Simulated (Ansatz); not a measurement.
GaH₃, triplet in cc-pVDZ: errors against full CI

Geometry: a point of a breathe scan, not a stationary point.

| atom | x (Å) | y (Å) | z (Å) |
| --- | --- | --- | --- |
| Ga | 0.0000 | 0.0242 | -0.0398 |
| H | 0.0000 | -1.2885 | -0.4722 |
| H | 0.3535 | -0.1920 | 1.6142 |
| H | -0.3535 | -0.1920 | 1.6142 |

Basis cc-pVDZ; Ansatz 0.2.0. Only valence electrons are correlated (noble-gas cores and the filled d shells of p-block atoms frozen), which leaves 6 electrons in 28 orbitals. Prefix R: restricted or restricted open-shell reference; prefix U: unrestricted. Active spaces: pair = (4e, 4o) about the gap; valence = (6e, 7o) chosen from the atoms' valence shells. No spin–orbit coupling is included, and no scalar relativity.

Full CI is exact within this basis and frozen core; it isn't the basis-set limit. The frozen core follows each run's orbitals, which can shift R against U totals by a few meV for light atoms and by up to 0.1 eV past Ca.

```
UHF ⟨S²⟩                          : 2.004
T1 diagnostic (RCCSD)             : 0.0173
largest doubles amplitude (RCCSD) : 0.035
```

```
                   level  E − E(full CI) (kJ/mol)  share of correlation (%)  wall time
                     RHF                    233.4                      0.00          –
                    RMP2                     56.5                     75.79          –
                   RCCSD                      4.4                     98.13          –
                RCCSD(T)                      1.0                     99.57      1.4 s
                 BCCD(T)                      1.0                     99.57      0.9 s
                  RCCSDT                     -0.1                    100.03          –
               RCCSDT(Q)                     -0.1                    100.05      3.2 s
  CASSCF (valence space)                    135.2                     42.08          –
  NEVPT2 (valence space)                     44.8                     80.80      1.6 s
  MRCISD (valence space)                      3.6                     98.46          –
MRCISD+Q (valence space)                     -0.5                    100.20        2 s
```

The correlation energy at full CI, counted from RHF, is -2.419 eV. That run took 20 s on 1 thread of Arm Neoverse V2, shared host over 5,365,800 determinants.

Run but not shown, since their state or frozen core can't be matched to the reference's or they repeat it: UHF, UMP2, UCCSD, UCCSD(T), UCCSDT, UCCSDT(Q), CASSCF (pair space), NEVPT2 (pair space), MRCISD (pair space), MRCISD+Q (pair space).

Times hold each run's SCF and search for its determinant on a shared host, so for small cases they say little of a method's own cost; they ran on 1 thread of Arm Neoverse V2.

The full-CI state has the irrep A'' of Cs, in the program's axes.

Natural occupations of full CI about the gap: 1.966 1.953 0.992 0.987 0.020 0.019 0.016 0.007 0.007 0.006; effectively unpaired electrons, Σ n²(2−n)², 2.02.
